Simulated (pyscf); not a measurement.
Optimised with ωB97X-D3(BJ)/def2-SVP in PySCF. Correlated levels are frozen-core, on RHF or UHF. ΔMP2 is the change of the MP2 total energy from the triple- to the quadruple-zeta basis.

What is the homolytic dissociation enthalpy (298 K, CCSD(T)/def2-TZVPP + ΔMP2(QZVPP)) of the F–Si bond of F–SiH=S (SMILES F[SiH]=S), to F• + [HSi=S]•?

F–Si to F• + [HSi=S]•: 144.3 kcal/mol. The radicals are drawn with the spin at the cut bond; how far it spreads was not checked. The CCSD(T) − MP2 part came from Ansatz, without density fitting, on the same reference. Left out: the spin-orbit lowering of F.
